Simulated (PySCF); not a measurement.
Species: C₆H₉ (charge +1).
SMILES with atom numbers: `[CH3:1][C@H:2]1[CH+:3][CH:4]=[CH:5][CH2:6]1` (hydrogens: H7, H8, H9 on C1; H10 on C2; H11 on C3; H12 on C4; H13 on C5; H14, H15 on C6)

Geometry (PBE0-D3(BJ)/def2-SVP, Å), atoms numbered from 1 in this order:
```
atom  x, y, z in Å
C1     1.5263    0.7828   -1.6597
C2     0.0769    0.8551   -1.1611
C3    -0.7639    1.8659   -1.8183
C4    -1.9923    1.3589   -2.2249
C5    -2.0162    0.0111   -1.8904
C6    -0.7641   -0.4177   -1.2647
H7     2.0338    1.7488   -1.5328
H8     1.5644    0.5030   -2.7223
H9     2.0780    0.0310   -1.0796
H10    0.1178    1.1785   -0.0952
H11   -0.4471    2.9064   -1.9555
H12   -2.7931    1.9175   -2.7112
H13   -2.8672   -0.6570   -2.0650
H14   -0.9521   -0.9413   -0.3076
H15   -0.2848   -1.1941   -1.8961
```

Method: core-valence-separated Tamm–Dancoff BHandHLYP/aug-pcX-1 (pcseg-1 on H) in PySCF, non-relativistic, gas phase, PBE0-D3(BJ)/def2-SVP geometry. No empirical shift is added; at this level the pattern usually sits a few eV under experiment.

Q: What does the C 1s absorption edge look like?

A: 
```json
{"E (eV)": "280.86", "f": "0.0661", "core hole on": "C3", "main final orbital": "LUMO (84 %)", "polarisation": "–"}
{"E (eV)": "280.93", "f": "0.0910", "core hole on": "C5", "main final orbital": "LUMO (84 %)", "polarisation": "normal to the local trigonal plane"}
{"E (eV)": "282.13", "f": "0.0000", "core hole on": "C4", "main final orbital": "LUMO (99 %)", "polarisation": "–"}
{"E (eV)": "282.24", "f": "0.0059", "core hole on": "C1", "main final orbital": "LUMO (98 %)", "polarisation": "–"}
{"E (eV)": "282.27", "f": "0.0024", "core hole on": "C6", "main final orbital": "LUMO (98 %)", "polarisation": "–"}
{"E (eV)": "282.44", "f": "0.0025", "core hole on": "C2", "main final orbital": "LUMO (98 %)", "polarisation": "–"}
{"E (eV)": "283.75", "f": "0.0701", "core hole on": "C4", "main final orbital": "LUMO+1 (77 %)", "polarisation": "normal to the local trigonal plane"}
{"E (eV)": "286.27", "f": "0.0130", "core hole on": "C1", "main final orbital": "spread", "polarisation": "–"}
{"E (eV)": "286.51", "f": "0.0095", "core hole on": "C1", "main final orbital": "LUMO+1 (71 %)", "polarisation": "–"}
{"E (eV)": "286.70", "f": "0.0092", "core hole on": "C6", "main final orbital": "LUMO+1 (77 %)", "polarisation": "–"}
{"E (eV)": "286.74", "f": "0.0233", "core hole on": "C2", "main final orbital": "LUMO+1 (60 %)", "polarisation": "–"}
{"E (eV)": "286.90", "f": "0.0334", "core hole on": "C1", "main final orbital": "spread", "polarisation": "–"}
{"E (eV)": "286.96", "f": "0.0202", "core hole on": "C6", "main final orbital": "LUMO+2 (55 %)", "polarisation": "–"}
{"E (eV)": "287.12", "f": "0.0353", "core hole on": "C1", "main final orbital": "spread", "polarisation": "–"}
{"E (eV)": "287.28", "f": "0.0094", "core hole on": "C2", "main final orbital": "LUMO+2 (40 %)", "polarisation": "–"}
{"E (eV)": "287.43", "f": "0.0003", "core hole on": "C1", "main final orbital": "LUMO+5 (32 %)", "polarisation": "–"}
{"E (eV)": "287.51", "f": "0.0260", "core hole on": "C6", "main final orbital": "spread", "polarisation": "–"}
{"E (eV)": "287.61", "f": "0.0192", "core hole on": "C4", "main final orbital": "LUMO+2 (46 %)", "polarisation": "in the local trigonal plane"}
{"E (eV)": "287.71", "f": "0.0073", "core hole on": "C3", "main final orbital": "LUMO+1 (75 %)", "polarisation": "–"}
{"E (eV)": "287.78", "f": "0.0067", "core hole on": "C5", "main final orbital": "LUMO+1 (75 %)", "polarisation": "normal to the local trigonal plane"}
{"E (eV)": "287.99", "f": "0.0055", "core hole on": "C1", "main final orbital": "spread", "polarisation": "–"}
{"E (eV)": "288.15", "f": "0.0253", "core hole on": "C6", "main final orbital": "spread", "polarisation": "–"}
{"E (eV)": "288.19", "f": "0.0037", "core hole on": "C1", "main final orbital": "spread", "polarisation": "–"}
{"E (eV)": "288.37", "f": "0.0056", "core hole on": "C1", "main final orbital": "spread", "polarisation": "–"}
{"E (eV)": "288.43", "f": "0.0196", "core hole on": "C2", "main final orbital": "spread", "polarisation": "–"}
{"E (eV)": "288.60", "f": "0.0019", "core hole on": "C6", "main final orbital": "spread", "polarisation": "–"}
{"E (eV)": "288.61", "f": "0.0065", "core hole on": "C4", "main final orbital": "spread", "polarisation": "in the local trigonal plane"}
```

The first line with a tenth or more of the strongest one's intensity is at 280.86 eV (f = 0.066), with the hole on C3 (carbon bonded to 2 C and H). The strongest listed is at 280.93 eV (f = 0.091; C5).

Roots within 0.03 eV whose holes lie on the same, on equivalent or on shared atoms are summed into one line, and the highest roots are left out, as the search may have cut off their partners. Final orbitals are the ground state's empty Kohn–Sham orbitals. A dash: too weak, shared between unlike atoms, or no plane or axis to refer to.

Q: What length of transition dipole belongs to the line at 288.15 eV?

A: From f = (2/3) ΔE |μ|² in atomic units, with ΔE = 10.589 Eh and f = 0.0253: |μ| = 0.060 au = 0.15 D.

The list ends where the root search ended, not at a threshold.
